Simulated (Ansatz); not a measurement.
fcc Ir was calculated with PBEsol-D3(BJ) (Ansatz, a quantum-chemistry and plane-wave program, PAW).

Settings: plane-wave cutoff 520 eV, 24×24×24 k mesh, Fermi–Dirac smearing 0.05 eV, no spin polarisation, scalar-relativistic PAW data made under PBE.

A third-order Birch–Murnaghan fit to the energies gives V0 = 13.754 Å³/atom, B0 = 412 GPa, B′ = 5.0.

```
V (Å³/atom)  P (GPa)
-----------  -------
12.930         29.69
13.205           [?]
13.481          8.71
13.756         -0.04
14.031         -7.80
14.306           [?]
14.581           [?]
```

### Question
Estimate the withheld pressures from this fit; the answers are the runs' own values.

### Answer

- 13.205, P (GPa): 18.58
- 14.306, P (GPa): -14.68
- 14.581, P (GPa): -20.77

The formula P = (3/2) B0 (x^(7/3) − x^(5/3)) [1 + (3/4)(B′ − 4)(x^(2/3) − 1)] with x = V0/V meets the computed pressures within 0.03 GPa when these rounded values are put in.

Measured, for comparison: bulk modulus 365 GPa (corrected for temperature and zero-point phonon effects; as tabulated in Levämäki et al. (2014), arXiv:1402.3671); equilibrium volume per atom 14.06 Å³/atom (static lattice: zero-point anharmonic expansion removed; as tabulated in Mejia-Rodriguez and Trickey (2018), arXiv:1807.09216). Computed (rounded) less measured: bulk modulus +13 %, equilibrium volume per atom -2.2 %.

Spin–orbit coupling is not included.

The computed numbers hold no vibrational or temperature effects.
